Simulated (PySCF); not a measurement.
# SiH4 (silane) at FCI/STO-3G

What is the energy change on altering one bond length of SiH4 (silane) at FCI/STO-3G? Input form: a Python script.

Program for the calculation: PySCF 2.14.0.

9 further runs of the same task are left out: 9 set aside as unsound or not needed.

## (1) The structure to begin with

SiH4: 5 atoms, total charge 0, spin state singlet. SMILES: `[SiH4]`. Geometry: relaxed at PBE0-D4/def2-TZVP.

Bond lengths: Si1–H2 1.485 Å, Si1–H3 1.485 Å, Si1–H4 1.485 Å, Si1–H5 1.485 Å. Angles: H2–Si1–H3 109.5°, H2–Si1–H4 109.5°, H2–Si1–H5 109.5°, H3–Si1–H4 109.5°, H3–Si1–H5 109.5°, H4–Si1–H5 109.5°.

## (2) A single-point energy at FCI/STO-3G

File input.py:

```python
# [SiH4]
from pyscf import gto, mcscf
from pyscf import fci

molecule = gto.Mole()
molecule.atom = '''
Si     0.000000     0.000000    -0.000100
H      0.967600    -0.688400     0.890900
H     -1.331000     0.044900     0.656000
H     -0.105100    -0.740300    -1.282600
H      0.468500     1.383800    -0.264200
'''
molecule.max_memory = 1860
molecule.verbose = 3
molecule.charge = 0
molecule.basis = 'sto-3g'
molecule.build()

mf = molecule.RHF()
mf.conv_tol = 1e-10
mf.kernel()
if not mf.converged:
    mf = mf.newton().run(mf.mo_coeff, mf.mo_occ)

cas = mcscf.CASCI(mf, mf.mo_coeff.shape[-1] - 5, (molecule.nelec[0] - 5, molecule.nelec[1] - 5))  # full CI above the frozen core
cas.fcisolver = fci.direct_spin0.FCI(molecule)  # even spin states alone
cas.kernel()
print('<S^2> = %.4f' % cas.fcisolver.spin_square(cas.ci, cas.ncas, cas.nelecas)[0])
energy = cas.e_tot
print('E = %.10f Eh' % energy)
```

The run is started by

```sh
OMP_NUM_THREADS=1 python input.py
```

The program printed:

```text
converged SCF energy = -287.909069067248
CASCI E = -287.980162938821  E(CI) = -12.9957264317094  S^2 = 0.0000000
<S^2> = 0.0000
E = -287.9801629388 Eh
```

Wall time 0.78 s (1 thread of Arm Neoverse V1, shared host); peak memory 0.12 GiB.

## (3) The distorted shape, same level

File start.xyz:

```xyz
5

Si    -0.093712    -0.276795     0.052727
H      0.873888    -0.965195     0.943727
H     -1.424712    -0.231895     0.708827
H     -0.198812    -1.017095    -1.229773
H      0.468500     1.383800    -0.264200
```

File input.py:

```python
from pyscf import gto, scf, mcscf
from pyscf import fci

mol = gto.M(
    atom='start.xyz',
    max_memory=1860,
    verbose=4,
    basis='sto-3g',
    charge=0,
)

mf = scf.RHF(mol)
mf.conv_tol = 1e-10
mf.kernel()
if not mf.converged:
    mf = mf.newton().run(mf.mo_coeff, mf.mo_occ)

cas = mcscf.CASCI(mf, mf.mo_coeff.shape[-1] - 5, (mol.nelec[0] - 5, mol.nelec[1] - 5))  # full CI above the frozen core
cas.fcisolver = fci.direct_spin0.FCI(mol)  # even spin states alone
cas.kernel()
print('<S^2> = %.4f' % cas.fcisolver.spin_square(cas.ci, cas.ncas, cas.nelecas)[0])
e_final = cas.e_tot
print('Final energy', e_final)
```

The run is started by

```sh
OMP_NUM_THREADS=1 python input.py
```

The program printed:

```text
PySCF version 2.14.0

[INPUT] num. atoms = 5
[INPUT] num. electrons = 18
[INPUT] charge = 0
[INPUT] spin (= nelec alpha-beta = 2S) = 0
[INPUT] symmetry False subgroup None
[INPUT] Mole.unit = angstrom
[INPUT] Symbol           X                Y                Z      unit          X                Y                Z       unit  Magmom
[INPUT]  1 Si    -0.093712000000  -0.276795000000   0.052727000000 AA   -0.177090014585  -0.523066742649   0.099639589370 Bohr   0.0
[INPUT]  2 H      0.873888000000  -0.965195000000   0.943727000000 AA    1.651408983544  -1.823954206800   1.783385566357 Bohr   0.0
[INPUT]  3 H     -1.424712000000  -0.231895000000   0.708827000000 AA   -2.692315486381  -0.438218039656   1.339488899697 Bohr   0.0
[INPUT]  4 H     -0.198812000000  -1.017095000000  -1.229773000000 AA   -0.375700230277  -1.922030992665  -2.323934165385 Bohr   0.0
[INPUT]  5 H      0.468500000000   1.383800000000  -0.264200000000 AA    0.885336689359   2.615003011173  -0.499265642110 Bohr   0.0

nuclear repulsion = 20.3780535816417
number of shells = 9
number of NR pGTOs = 39
number of NR cGTOs = 13
basis = sto-3g
ecp = {}

******** <class 'pyscf.scf.hf.RHF'> ********
method = RHF
initial guess = minao
damping factor = 0
level_shift factor = 0
DIIS = <class 'pyscf.scf.diis.CDIIS'>
diis_start_cycle = 1
diis_space = 8
diis_damp = 0
SCF conv_tol = 1e-10
SCF conv_tol_grad = None
SCF max_cycles = 50
direct_scf = True
direct_scf_tol = 1e-13
Set gradient conv threshold to 1e-05
Initial guess from minao.
init E= -287.164617738665
  HOMO = -0.313146699728424  LUMO = 0.255883483273216  gap/eV = 15.48410
cycle= 1 E= -287.858433199809  delta_E= -0.694  |g|= 0.0873  |ddm|= 1.99
  HOMO = -0.359510649165392  LUMO = 0.380025781841687  gap/eV = 20.12381
cycle= 2 E= -287.862908697028  delta_E= -0.00448  |g|= 0.0209  |ddm|= 0.172
  HOMO = -0.362689003842723  LUMO = 0.382326322330317  gap/eV = 20.27290
cycle= 3 E= -287.863160237006  delta_E= -0.000252  |g|= 0.00284  |ddm|= 0.046
  HOMO = -0.363273069144252  LUMO = 0.381760717594294  gap/eV = 20.27340
cycle= 4 E= -287.863164528952  delta_E= -4.29e-06  |g|= 0.000118  |ddm|= 0.00627
  HOMO = -0.363142909947287  LUMO = 0.381863012148345  gap/eV = 20.27264
cycle= 5 E= -287.863164536462  delta_E= -7.51e-09  |g|= 9.02e-06  |ddm|= 0.00026
  HOMO = -0.363138036152825  LUMO = 0.381871380412964  gap/eV = 20.27274
cycle= 6 E= -287.863164536507  delta_E= -4.51e-11  |g|= 5.26e-07  |ddm|= 2.04e-05
  HOMO = -0.363138132443194  LUMO = 0.381871073201995  gap/eV = 20.27273
Extra cycle  E= -287.863164536507  delta_E= 5.68e-14  |g|= 1.06e-07  |ddm|= 9.17e-07
converged SCF energy = -287.863164536507

******** <class 'pyscf.mcscf.casci.CASCI'> ********
CAS (4e+4e, 8o), ncore = 5, nvir = 0
natorb = False
canonicalization = True
sorting_mo_energy = False
******** <class 'pyscf.fci.direct_spin0.FCISolver'> ********
max. cycles = 100
conv_tol = 1e-10
davidson only = False
linear dependence = 1e-14
level shift = 0.001
max iter space = 12
nroots = 1
pspace_size = 400
spin = None
Density matrix diagonal elements [1.98080455 1.96854464 1.96854014 1.93797254 0.06377193 0.03079332
 0.02478998 0.02478291]
CASCI converged
CASCI E = -287.945820990050  E(CI) = -12.6632083613237  S^2 = 0.0000000
<S^2> = 0.0000
Final energy -287.9458209900501
```

Wall time 0.79 s (1 thread of Arm Neoverse V1, shared host); peak memory 0.12 GiB.

## (4) Summary of results

At FCI/STO-3G, 5 core orbitals frozen:

```
                                                          quantity          value
                                         first shape: total energy  -287.98016 Eh
                 first shape: dipole moment (Hartree–Fock density)         0.00 D
                  first shape: HOMO energy (Hartree–Fock orbitals)      -11.44 eV
                  first shape: LUMO energy (Hartree–Fock orbitals)       14.05 eV
                first shape: HOMO–LUMO gap (Hartree–Fock orbitals)       25.49 eV
          first shape: correlation energy (5 core orbitals frozen)      -71.1 mEh
                                     distorted shape: total energy  -287.94582 Eh
             distorted shape: dipole moment (Hartree–Fock density)         0.25 D
              distorted shape: HOMO energy (Hartree–Fock orbitals)       -9.88 eV
              distorted shape: LUMO energy (Hartree–Fock orbitals)       10.39 eV
            distorted shape: HOMO–LUMO gap (Hartree–Fock orbitals)       20.27 eV
      distorted shape: correlation energy (5 core orbitals frozen)      -82.7 mEh
energy change with the Si1–H5 bond stretched from 1.485 to 1.782 Å       0.934 eV
```

What this shows: With the Si1–H5 bond stretched from 1.485 to 1.782 Å the energy rises by 0.93 eV (21.5 kcal/mol). The first shape isn't relaxed at this level, so the change isn't measured from a minimum. The minimal basis adds a large error of its own. Mulliken charges (distorted shape) of the mean-field density run from -0.15 on H5 to +0.61 on Si1; they depend strongly on the basis.
